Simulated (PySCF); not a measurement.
## PS⁺: frontier orbitals

TPSS at R = 1.837 Å; P def2-SVP, S def2-SVP; no relativity (PySCF 2.14). State: ¹Σ⁺ (singlet), closed shell. Only the outer orbitals are listed, counted within each symmetry.

| orbital | occ. | ε (eV) | on P (%) | main shells (%) |
| --- | --- | --- | --- | --- |
| 7σ | 2 | -27.87 | 33 | 60 S s, 25 P s |
| 8σ | 2 | -20.89 | 55 | 54 P s, 32 S s, 13 S p |
| 9σ | 2 | -16.14 | 54 | 41 S p, 38 P p, 15 P s |
| 3π | 2 | -15.98 | 37 | 62 S p, 35 P p |
| 3π | 2 | -15.98 | 37 | 62 S p, 35 P p |
| 4π | 0 | -11.49 | 64 | 64 P p, 35 S p |
| 4π | 0 | -11.49 | 64 | 64 P p, 35 S p |
| 10σ | 0 | -6.01 | 73 | 58 P p, 28 S p, 10 P d |

**Question.** Which are the highest filled and the lowest empty level, where do they sit, and how wide is the gap?

**Answer.** Highest filled 3π at -15.98 eV (in %: 62 S p, 35 P p); lowest empty 4π at -11.49 eV (in %: 64 P p, 35 S p); the gap at TPSS is 4.49 eV.

```json
{
  "bond order (Mayer)": "2.78",
  "⟨S²⟩": "0.000",
  "charge on P (Mulliken, basis-dependent)": "0.67",
  "charge on P (Löwdin, basis-dependent)": "0.58",
  "dipole moment (positive dipole points towards S; it is taken about the centre of mass and depends on that origin)": "-1.31 D"
}
```
